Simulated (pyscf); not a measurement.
Structures and frequencies: ωB97X-D3(BJ)/def2-SVP in PySCF.

Question: For the elementary gas-phase step H₃C–CH₂–SiH₃ (SMILES CC[SiH3]) + HCl (SMILES Cl) → H₃C–CH₃ (SMILES CC) + H₃Si–Cl (SMILES [SiH3]Cl) (singlet surface; C–Si, Cl–H broken, C–H, Cl–Si formed), what barrier and reaction energy does M06-2X/def2-TZVP give, measured from the separated reactants?

Answer: ΔE‡ = 36.4 kcal/mol, ΔE = -26.1 kcal/mol. ωB97M-D3(BJ)/def2-TZVP gives 37.7 kcal/mol and -24.7 kcal/mol. Zero-point energy shifts the barrier by +1.4 kcal/mol. It is a four-centre exchange, with an imaginary mode of 641i cm⁻¹. H₃C–CH₂–SiH₃ lies 12.8 kcal/mol over its isomer H₃C–SiH₂–CH₃ (electronic energy, ωB97M-D3(BJ)). One saddle was located; it need not be the lowest between these sides.
